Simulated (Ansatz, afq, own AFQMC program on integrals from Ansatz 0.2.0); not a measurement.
Integrals from Ansatz 0.2.0, then the random walk in our own AFQMC program (afq).

```yaml
crystal:
  periodic: [false, false, false]
  atoms:
    - {symbol: Hf, position_ang: [0.000000, 0.000000, 0.000000]}
    - {symbol: C, position_ang: [0.000000, 0.000000, 1.467000]}
basis:
  gaussian: {orbitals: def2-SVP}
magnetization: {spin_polarized: true, initial_magnetization: 2}
correlation: {method: ccsd_t, electrons: outside_noble_gas, hamiltonian_folder: ham}
```

```sh
$ ansatz run in.yaml --threads 1 --pin off --events-out ev --progress --plain --max-ram 1382MiB
```

Options of the walk:

```
--method free --trial cisd --walkers 60 --time-step 0.03 --max-blocks 80 --target-error 0.00034 --factor-cut 1e-05 --seed 4421 --times 0,0.3,0.6,1.2,1.8,2.4,3.6,4.8,6 --taylor-order 8
```

Times are imaginary, in 1/Eh. The walk had a cap of 1334 s. Core potentials past Kr, no spin–orbit coupling.

Log:

```
orbitals 41  electrons 5 3  factors 351 of 468
reference energy -84.92112568 Eh
CCSD correlation -0.18167964 Eh in 12 cycles, weight of the determinant in the CISD state 0.9019
repeat  energy at the last time / Eh  error
    10  -85.114537  0.002073
    20  -85.113590  0.001311
    30  -85.112791  0.001106
    40  -85.112702  0.000935
    50  -85.112306  0.000924
    60  -85.112617  0.000841
    70  -85.113011  0.000780
    80  -85.112931  0.000750
time / (1/Eh)  energy / Eh  error  mean overlap
  0.00  -85.102794  0.000171  1.1089
  0.30  -85.108118  0.000258  1.1123
  0.60  -85.109608  0.000239  1.1214
  1.20  -85.111213  0.000271  1.1325
  1.80  -85.111391  0.000363  1.1474
  2.40  -85.112213  0.000368  1.1484
  3.60  -85.111865  0.000488  1.1735
  4.80  -85.112704  0.000730  1.1957
  6.00  -85.112931  0.000750  1.2147
energy -85.112931 +/- 0.000750 Eh
```

The run passed its tests (error under three times the target), which doesn't prove that it has relaxed.

Against this walk (error 20.4 meV) on the same determinant: CCSD(T) 47.7 meV higher, CCSDT(Q) 17.0 meV higher (within the noise). The error is statistical, and a free projection of finite length keeps a remainder of its start.

Cautions: remainder of the start not in the error; error above the target (20.4 against 9.3 meV); no spin-orbit coupling; outer-core shells of the metal frozen; lower spins were not checked; higher spins were not checked.

The walk took 16 min on 1 thread of Intel(R) Xeon(R) Platinum 8259CL CPU @ 2.50GHz (Skylake/Cascade Lake), on a shared host. The log's last line is the free-projection energy.

CCSDT and higher add their correlation energy to the determinant of the CCSD(T) run, since their own runs factorise the integrals more tightly (a shift of under 2 meV). A walk keeps the symmetry of its determinant, which the program's search chose and which needn't be the lowest solution, so a lower state of the same spin and another symmetry isn't excluded.
